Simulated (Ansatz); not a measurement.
We consider Cu3AsS4 (Pmn2₁, No. 31), described by r²SCAN-D4 in Ansatz (plane waves, PAW).

From the output:

```
Relaxation: its limit of steps is 80 (relax.max_steps)
Crystal: 16 atoms, lattice volume = 279.730 Å³
Basis set: ecut = 560 eV, 8407 PW (Γ), exchange–correlation on 144×150×180 points (27 copies of the dense FFT grid, shifted against one another)
Bands: 116, of which v1, the nominal top of the filled ones, is band 96 counted from 1 (95 counted from 0)
Symmetry: 4 space group operations
Space group: Pmn21 (ITA 31), of the structure as read, at distance tolerance 6.5e-5 Å
k-points: 64 of 216 (time reversal used)
Functional: x = r2scan, c = r2scan; τ floored in thin density (d = 2e-4 eV/Å³)
SCF iter   1: F=—  HF=-56770.111330 eV  |F-HF|=—  |Δ(HF+E_count)|=         —  Δρ=2.96e-2  dr2=1.68e0  dr2_τ=6.38e-2
SCF iter   2: F=—  HF=-56770.203784 eV  |F-HF|=—  |Δ(HF+E_count)|=   9.25e-2  Δρ=2.27e-2  dr2=8.46e-1  dr2_τ=1.27e-2
  ...
SCF 1 converged in 10 iterations: F = -56769.946086 eV  dr2 = 3.84e-8
Crystal: 16 atoms, lattice volume = 279.730 Å³
Basis set: ecut = 560 eV, 8399 PW (Γ), exchange–correlation on 144×150×180 points (27 copies of the dense FFT grid, shifted against one another)
Initial density: handed on by an earlier stage of this run
  ...
SCF 7 converged in 6 iterations: F = -56769.946898 eV  dr2 = 1.52e-11
SCF converged after 6 iterations
Free energy (F): -56769.946898 eV
Internal energy: -56769.946898 eV  (E = F + TS)
E sigma→0 (E₀):  -56769.946898 eV
Fermi energy:    9.644778 eV
--- Forces (eV/Å), atoms counted from 1 ---
  atom   1  Cu     0.00065003     0.00019199     0.00000000
  atom   2  Cu     0.00065003    -0.00019199     0.00000000
  atom   3  Cu    -0.00030991     0.00010248     0.00002579
  atom   4  Cu    -0.00030991    -0.00010248    -0.00002579
  atom   5  Cu    -0.00030991     0.00010248    -0.00002579
  atom   6  Cu    -0.00030991    -0.00010248     0.00002579
  atom   7  As     0.00000472    -0.00144250     0.00000000
  atom   8  As     0.00000472     0.00144250     0.00000000
  atom   9  S     -0.00029497     0.00034330     0.00000000
  atom  10  S     -0.00029497    -0.00034330     0.00000000
  atom  11  S      0.00027653     0.00161021     0.00000000
  atom  12  S      0.00027653    -0.00161021     0.00000000
  atom  13  S     -0.00001735    -0.00137493    -0.00008374
  atom  14  S     -0.00001735     0.00137493     0.00008374
  atom  15  S     -0.00001735    -0.00137493     0.00008374
  atom  16  S     -0.00001735     0.00137493    -0.00008374
--- Stress (GPa, compression-positive) ---
        1.797324       0.000000       0.000000
        0.000000       1.794038       0.000000
        0.000000       0.000000       1.798667
  P = ⅓ Tr σ = 1.7967 GPa (17.967 kbar)
```

Q: Write an input file that could have produced this run (the log leaves some choices open).

A: One answer among several that fit: 
Ansatz 0.2 input:
```yaml
crystal:
  lattice:
    - [6.0603618142, 0.0, 0.0]
    - [0.0, 6.3334907733, 0.0]
    - [0.0, 0.0, 7.2878156137]
  atoms:
    - { symbol: Cu, position: [0.5044224351, 0.8404839108, 0.0] }
    - { symbol: Cu, position: [0.0044224351, 0.1595160892, 0.5] }
    - { symbol: Cu, position: [0.0095746569, 0.671747116, 0.2492499673] }
    - { symbol: Cu, position: [0.5095746569, 0.328252884, 0.2507500327] }
    - { symbol: Cu, position: [0.0095746569, 0.671747116, 0.7507500327] }
    - { symbol: Cu, position: [0.5095746569, 0.328252884, 0.7492499673] }
    - { symbol: As, position: [0.0025106143, 0.1699819674, 0.0] }
    - { symbol: As, position: [0.5025106143, 0.8300180326, 0.5] }
    - { symbol: S, position: [0.3693170056, 0.1731260162, 0.0] }
    - { symbol: S, position: [0.8693170056, 0.8268739838, 0.5] }
    - { symbol: S, position: [0.8759582498, 0.8419874033, 0.0] }
    - { symbol: S, position: [0.3759582498, 0.1580125967, 0.5] }
    - { symbol: S, position: [0.3791711907, 0.662313793, 0.2507063024] }
    - { symbol: S, position: [0.8791711907, 0.337686207, 0.2492936976] }
    - { symbol: S, position: [0.3791711907, 0.662313793, 0.7492936976] }
    - { symbol: S, position: [0.8791711907, 0.337686207, 0.7507063024] }
basis:
  ecutwfc: 560
  ecutrho_ratio: 4
  xc_grid: 3
kpoints:
  mp_grid: { grid: [6, 6, 6] }
hamiltonian:
  xc: r2scan
  dispersion: d4
  pseudopotentials: { kind: paw }
scf:
  occupations: { method: fermi_dirac, width: 0.01 }
output:
  forces: true
  stress: true
  eigenvalues: true
relax:
  f_tol: 0.004
  escape_saddle: false
  max_steps: 80
  cell: { stress_tol: 0.02, fix: [volume] }
```

The cell is one volume of an energy–volume scan, off the minimum.

The PAW data were made under PBE.

Ansatz is a quantum-chemistry and plane-wave program.
